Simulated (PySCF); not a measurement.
Input of a run (PBE0-D3(BJ)/def2-SVP geometry optimisation, gas phase (PySCF 2.14.0)), started from GFN2-xTB:
```
{"job": {"xc": "PBE0", "basis": "def2-SVP", "d3": "d3bj", "grid": 1, "kind": "geom"}, "charge": 1, "multiplicity": 1}
C     -2.084318    -0.669313     0.464599
C     -0.727993    -1.027390    -0.105922
S      0.506265     0.212130     0.409501
C      2.138598    -0.389391    -0.059161
C      0.223341     1.709662    -0.549800
O      0.436067     0.474436     1.806271
H     -2.783730    -1.481563     0.281224
H     -2.011180    -0.520742     1.539483
H     -2.486914     0.231078     0.008783
H     -0.718163    -1.045041    -1.193114
H     -0.376696    -1.981532     0.284458
H      2.148199    -0.618822    -1.118333
H      2.870233     0.378881     0.174269
H      2.358266    -1.277936     0.525860
H      0.306325     1.479264    -1.605787
H      0.961980     2.450453    -0.258001
H     -0.767278     2.087856    -0.315316
```

Output (energies in Eh, forces in Eh/bohr):
```
step   0  E = -631.44368861  max force = 0.046996
step   1  E = -631.44731736  max force = 0.008294
step   2  E = -631.44863580  max force = 0.002810
step   3  E = -631.44880044  max force = 0.000705
step   4  E = -631.44883308  max force = 0.000581
step   5  E = -631.44887567  max force = 0.001647
step   6  E = -631.44889583  max force = 0.001563
step   7  E = -631.44890857  max force = 0.000650
step   8  E = -631.44891106  max force = 0.000371
optimisation converged
```

Q: Summarise the run.

A: The energy falls by 3.3 kcal/mol over 9 energy and gradient evaluations, the largest force component goes from 0.0470 to 3.7e-04 Eh/bohr, and the atoms move by 0.072 Å rms after alignment. The bond that changes most is S3=O6 (ends: sulfur bonded to 3 C and O; oxygen bonded to S), which lengthens by 0.033 Å. Bonds longer at the end by more than 0.005 Å: 12 of 16; shorter: 3. Among the angles that change most is S3–C2–H11, from 106.0° to 102.8°. The energy never rose by more than 1e-6 Eh on the way. The first step brought 69 % of the lowering.

Q: What are the final bond lengths?

A: C1–C2 1.515 Å, C2–S3 1.793 Å, S3–C4 1.773 Å, S3–C5 1.773 Å, S3=O6 1.456 Å, C1–H7 1.099 Å, C1–H8 1.099 Å, C1–H9 1.099 Å, C2–H10 1.102 Å, C2–H11 1.103 Å, C4–H12 1.099 Å, C4–H13 1.100 Å, C4–H14 1.099 Å, C5–H15 1.099 Å, C5–H16 1.100 Å, C5–H17 1.099 Å. Numbering counts from 1 in the input's order; the species is `CC[S+](C)(C)=O`.

The run used 143 basis functions and 59 SCF cycles in all. Hardware: one thread of an Arm Neoverse V1, on a shared host. Cost: 75 s wall.

No frequency check.

Shape of the structure used: `[CH3:1][CH2:2][S+:3]([CH3:4])([CH3:5])=[O:6]`: C1–C2–S3–C4 175°.

One conformer stands for the species.
